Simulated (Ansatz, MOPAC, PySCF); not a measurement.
Isomers of C2H7N: 1 is CCN, 2 is CNC; one conformer of each (the lowest of an xTB search), B3LYP-D3(BJ)/def2-TZVP minima.
Isomer 1 (charge 0, multiplicity 1):
```xyz
10

C     -1.04473    -0.10002     0.25430
C      0.30733    -0.44421    -0.36916
N      1.38800     0.50574    -0.10621
H     -1.40751     0.86441    -0.11056
H     -0.96703    -0.03812     1.34288
H     -1.79803    -0.85499     0.01379
H      0.20016    -0.53200    -1.45354
H      0.63562    -1.42533    -0.01601
H      1.14028     1.42827    -0.44703
H      1.54591     0.59627     0.89153
```
Isomer 2 (charge 0, multiplicity 1):
```xyz
10

C      1.18177    -0.27818     0.09547
N     -0.03022    -0.14290    -0.69508
C     -1.20202     0.16267     0.10848
H      1.40067     0.59635     0.73072
H      1.09083    -1.14630     0.75297
H      2.03520    -0.44771    -0.56223
H      0.09789     0.57068    -1.40144
H     -2.06653     0.31083    -0.53985
H     -1.42062    -0.68184     0.76668
H     -1.08698     1.05640     0.74428
```

No zero-point or thermal terms.

Rows in 6-31G* carry no dispersion term and start afresh at each structure (6-31G* with six Cartesian d functions). The state that PM3 reach isn't checked.

The values were computed with Ansatz (Gaussian orbitals); MOPAC for PM3 (differences of heats of formation); PySCF for 6-31G* rows, the dispersion terms. Each number belongs to the level named beside it.

**Question.** One of these levels gives 0.314 eV for the electronic energy of isomer 2 less that of isomer 1. Which one is it?
A. BP86/6-31G*
B. PM3
C. BLYP-D3(BJ)/def2-TZVPP

**Answer.** C, BLYP-D3(BJ)/def2-TZVPP. The others give 0.200 (PM3), 0.219 (BP86/6-31G*)

Ansatz is a program for electronic structure.
